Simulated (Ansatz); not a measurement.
# CH₅Al (singlet): wave-function methods side by side at a displaced geometry (v2), cc-pVDZ

An exercise on one series of results from a longer session: the logs are not shown, and one member is left open.

Program: Ansatz 0.2.0, Gaussian basis. Level of theory: cc-pVDZ, core rule «outside noble gas», up to 6 orbitals frozen. These are calculated values, not measurements.

Plan: UHF; CCSD(T) on RHF; BCCD(T) on RHF; CISD; CCSDT(Q) on RHF; CASSCF and MRCISD+Q, 8 electrons in 8 orbitals; CASSCF and NEVPT2, 8 electrons in 8 orbitals.

18 further runs of the same task are left out: 9 that didn't finish, 9 set aside as unsound or not needed.

## What is computed

The geometry is a PBE0/def2-TZVP stationary point (not a proven minimum) with its atoms shifted at random (size 0.100 Å).

7 atoms, charge 0, spin multiplicity 1.

Atoms are counted from 1 here; the program's logs count them from 0.

Bond lengths: Al1–C2 1.946 Å, Al1–H3 1.574 Å, Al1–H4 1.669 Å, C2–H5 1.229 Å, C2–H6 0.939 Å, C2–H7 1.104 Å. Angles: C2–Al1–H3 119.6°, C2–Al1–H4 120.8°, H3–Al1–H4 118.9°, Al1–C2–H5 114.8°, Al1–C2–H6 123.5°, Al1–C2–H7 108.6°, H5–C2–H6 104.8°, H5–C2–H7 97.8°, H6–C2–H7 103.9°.

The first run:

in.yaml

```yaml
crystal:
  periodic: [false, false, false]
  atoms:
    - {symbol: Al, position_ang: [0.051589, 0.006767, 0.656884]}
    - {symbol: C, position_ang: [-0.113285, 0.008338, -1.282337]}
    - {symbol: H, position_ang: [-0.036664, 1.366615, 1.444638]}
    - {symbol: H, position_ang: [0.046444, -1.425374, 1.514709]}
    - {symbol: H, position_ang: [-0.056615, -1.102396, -1.804788]}
    - {symbol: H, position_ang: [-0.798026, 0.455173, -1.744150]}
    - {symbol: H, position_ang: [0.813781, 0.425482, -1.714090]}
basis:
  gaussian: {orbitals: cc-pVDZ}
magnetization: {spin_polarized: true, initial_magnetization: 0}
hamiltonian: {xc: hf}
output: {orbitals: {seedname: orbitals}}
```

On the command line:

```bash
> ansatz run in.yaml --threads 1 --pin off --events-out ev --progress --plain --max-ram 2393MiB
```

Among the steps run: UHF; CCSD(T) on RHF; BCCD(T) on RHF; CISD; CCSDT(Q) on RHF; CASSCF and MRCISD+Q, 8 electrons in 8 orbitals; CASSCF and NEVPT2, 8 electrons in 8 orbitals.

One table of the session follows, with a row left open; its other results are not shown here.

| method | from RCCSDT(Q) (meV) |
| --- | --- |
| RHF | +7184.4 |
| RMP2 | +1181.4 |
| CISD | +744.3 |
| RCCSD | +186.5 |
| RCCSD(T) | +28.1 |
| BCCD(T) | +27.6 |
| RCCSDT | +8.2 |
| RCCSDT(Q) | 0 |
| CASSCF frontier | +4935.3 |
| NEVPT2 frontier | ? |
| MRCISD frontier | +367.4 |
| MRCISD+Q frontier | +8.1 |

Estimate the missing values for NEVPT2 frontier.

As computed: from RCCSDT(Q) (meV): +1267.6. In the column «from RCCSDT(Q) (meV)» it lies between RMP2 (+1181.4) and CASSCF frontier (+4935.3).
